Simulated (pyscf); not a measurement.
# Routes from H₃Si–PH–GaH₂ (SMILES [SiH3][PH][GaH2]) + H₂ (SMILES [H][H])

Candidate steps break at most two bonds and form at most two. Each was searched with GFN2-xTB (tblite) first. Structures and frequencies: ωB97X-D3(BJ)/def2-SVP in PySCF. Energies: ωB97M-D3(BJ)/def2-TZVP, kJ/mol, from the separated reactants, singlet surface; ΔG‡ with ideal gas, 1 atm, RRHO with modes under 100 cm⁻¹ raised to 100, one conformer, R ln 2 for chiral ones without a mode under 150 cm⁻¹.

```csv
products,type,ΔE‡,ΔE,ΔG‡ 298 K,ΔG‡ 900 K,ν‡ (cm⁻¹)
H₃Si–PH₂ + GaH₃,four-centre exchange,123.9,+35.1,164.7,247.8,1322i
H₂P–GaH₂ + SiH₄,four-centre exchange,276.7,+5.1,308.2,380.7,1703i
```

Row 1: On the product side the descent ends in a complex, 23.4 kJ/mol under the separated species and 90.6 kJ/mol under the saddle at ωB97X-D3(BJ)/def2-TZVP. 

Plain bond fissions and candidates not yet searched are not listed, and one of them may be faster. Each barrier is that of the saddle found; lower ones may exist. Elements up to Kr have no core potential and no relativistic terms here.
